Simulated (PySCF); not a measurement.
Ethylene sulfite, C2H4O3S.
Geometry (PBE0-D3(BJ)/def2-SVP, Å), atoms numbered from 1 in this order:
```xyz
10
C2H4O3S angstrom
O      2.4720    0.4616   -0.1292
S      1.5650   -0.3684   -0.9133
O      0.6739   -1.2789    0.1661
C     -0.5722   -0.6854    0.5024
C     -0.5529    0.7047   -0.1214
O      0.2199    0.5374   -1.3012
H     -1.3802   -1.3055    0.0810
H     -0.6750   -0.6493    1.5968
H     -0.0773    1.4473    0.5408
H     -1.5484    1.0597   -0.4176
```

Computed, not measured: core-valence-separated Tamm–Dancoff BHandHLYP/aug-pcX-1 (pcseg-1 on H, def2-SVPD on S) in PySCF, non-relativistic, gas phase, PBE0-D3(BJ)/def2-SVP geometry. BHandHLYP without relativity tends to put these K edges a few eV too low, so spacings mean more than positions.

The lowest roots of each edge with f over 0.003 (five at most, numbered afresh; weaker and dark ones are left out), with transition dipoles (au) in the frame of the coordinates:

```csv
root,edge,E (eV),μx,μy,μz
1,C,286.65,-0.0631,0.0324,0.0007
2,C,286.69,0.0588,-0.0080,-0.0673
3,C,287.37,0.0254,0.0323,-0.0252
4,C,287.43,-0.0367,0.0325,-0.0091
5,C,287.86,0.0138,0.0269,0.0596
6,O,530.52,0.0077,-0.0380,0.0276
7,O,532.00,0.0274,0.0258,-0.0371
8,O,532.15,0.0464,-0.0280,0.0082
9,O,532.80,0.0182,0.0277,0.0326
10,O,533.37,0.0455,0.0026,-0.0087
```

Question: What are the oscillator strengths?

Answer: f = (2/3) ΔE |μ|², with ΔE in hartree (27.2114 eV):

```json
{"root": "1", "ΔE (Eh)": "10.5342", "|μ|² (au)": "0.005029", "f": "0.035", "core hole on": "C4"}
{"root": "2", "ΔE (Eh)": "10.5358", "|μ|² (au)": "0.008050", "f": "0.057", "core hole on": "C5"}
{"root": "3", "ΔE (Eh)": "10.5607", "|μ|² (au)": "0.002325", "f": "0.016", "core hole on": "C4"}
{"root": "4", "ΔE (Eh)": "10.5627", "|μ|² (au)": "0.002485", "f": "0.017", "core hole on": "C5"}
{"root": "5", "ΔE (Eh)": "10.5787", "|μ|² (au)": "0.004463", "f": "0.031", "core hole on": "C4"}
{"root": "6", "ΔE (Eh)": "19.4964", "|μ|² (au)": "0.002263", "f": "0.029", "core hole on": "O1"}
{"root": "7", "ΔE (Eh)": "19.5508", "|μ|² (au)": "0.002788", "f": "0.036", "core hole on": "O3"}
{"root": "8", "ΔE (Eh)": "19.5562", "|μ|² (au)": "0.002999", "f": "0.039", "core hole on": "O6"}
{"root": "9", "ΔE (Eh)": "19.5801", "|μ|² (au)": "0.002160", "f": "0.028", "core hole on": "O1"}
{"root": "10", "ΔE (Eh)": "19.6009", "|μ|² (au)": "0.002148", "f": "0.028", "core hole on": "O1"}
```

Question: Molecules are fixed in this frame and the field points along (0, 1, 1)/√2. What effective strengths 3 f cos²θ do the roots have (θ between field and μ)?

Answer: root 1 (C4): 0.012, root 2 (C5): 0.060, root 3 (C4): 0.001, root 4 (C5): 0.006, root 5 (C4): 0.079, root 6 (O1): 0.002, root 7 (O3): 0.003, root 8 (O6): 0.008, root 9 (O1): 0.071, root 10 (O1): 0.001. Root 5 is the strongest. Averaged over all orientations cos²θ is 1/3, which gives f back.

One conformer stands for the species.
